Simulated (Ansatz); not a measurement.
Conformers of C4H6O, SMILES `C=CC(=C)O`, each relaxed with PBE0-D4/def2-TZVP in Ansatz. CBS adds the triple-zeta coupled-cluster correction to the MP2 limit.

Not all of them had a frequency check.

Conformer A:

```xyz
11

C     1.442    0.491   -0.969
C     0.671    0.428    0.114
C    -0.605   -0.270    0.210
C    -1.241   -0.421    1.374
O    -1.133   -0.802   -0.921
H     2.373    1.043   -0.962
H     1.202   -0.017   -1.899
H     0.985    0.928    1.024
H    -0.801   -0.034    2.282
H    -2.186   -0.944    1.432
H    -0.706   -0.402   -1.684
```

Conformer B:

Cartesian coordinates in Å:
```
C 0.546 1.191 1.432
C 0.214 0.890 0.181
C -0.148 -0.444 -0.276
C -0.475 -0.705 -1.546
O -0.120 -1.381 0.704
H 0.565 0.432 2.206
H 0.807 2.204 1.712
H 0.198 1.657 -0.586
H -0.477 0.089 -2.278
H -0.743 -1.701 -1.879
H -0.368 -2.231 0.330
```

Question: Which is lowest in electronic energy at CCSD(T)/CBS (frozen core, def2 sets), and by how much? (An estimate is asked.)

Answer: Computed: B; A lies 5.6 kJ/mol higher.

Question: Give the energies relative to B (kJ/mol) with PBE0-D4/def2-TZVPP, B3LYP-D4/def2-TZVPP, PBE0/def2-TZVPP, B3LYP/def2-TZVPP, SCS-MP2/def2-TZVPP, CCSD(T)/def2-TZVPP, HF/def2-QZVPP. (Best estimate.)

Answer: Computed: 
| level | A |
| --- | --- |
| PBE0-D4/def2-TZVPP | 5.2 |
| B3LYP-D4/def2-TZVPP | 5.5 |
| PBE0/def2-TZVPP | 5.3 |
| B3LYP/def2-TZVPP | 5.6 |
| SCS-MP2/def2-TZVPP | 6.3 |
| CCSD(T)/def2-TZVPP | 5.4 |
| HF/def2-QZVPP | 9.3 |

B3LYP here is the variant with VWN-RPA as its local correlation; programs differ in this.
